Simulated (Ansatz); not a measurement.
Results of r²SCAN (plane waves, PAW; Ansatz, an electronic-structure program) for solid CO2 (dry ice).

Numerical settings: plane-wave cutoff 560 eV, 6×6×6 k mesh, Fermi–Dirac smearing 0.01 eV, scalar-relativistic PAW data made under PBE.

Cell (relaxed at this level):

```cif
data_C4O8
_chemical_formula_sum 'C4 O8'
_space_group_name_H-M_alt 'P 1'
_space_group_IT_number 1
_cell_length_a 5.57966
_cell_length_b 5.57966
_cell_length_c 5.57966
_cell_angle_alpha 90.000
_cell_angle_beta 90.000
_cell_angle_gamma 90.000
loop_
_space_group_symop_operation_xyz
  'x, y, z'
loop_
_atom_site_label
_atom_site_type_symbol
_atom_site_fract_x
_atom_site_fract_y
_atom_site_fract_z
_atom_site_occupancy
C1 C 0.00000 0.50000 0.50000 1
C2 C 0.50000 0.00000 0.50000 1
C3 C 0.00000 0.00000 0.00000 1
C4 C 0.50000 0.50000 0.00000 1
O1 O 0.87996 0.62004 0.37996 1
O2 O 0.37996 0.87996 0.62004 1
O3 O 0.87996 0.87996 0.87996 1
O4 O 0.12004 0.12004 0.12004 1
O5 O 0.62004 0.37996 0.87996 1
O6 O 0.62004 0.12004 0.37996 1
O7 O 0.37996 0.62004 0.12004 1
O8 O 0.12004 0.37996 0.62004 1
```

Estimate the band gap that the calculation returns.


band gap: 7.52 eV (direct)

Note: the cell comes from a level without a dispersion term, which matters for the spacing of layers, chains or molecules.

The computed numbers hold no vibrational or temperature effects.
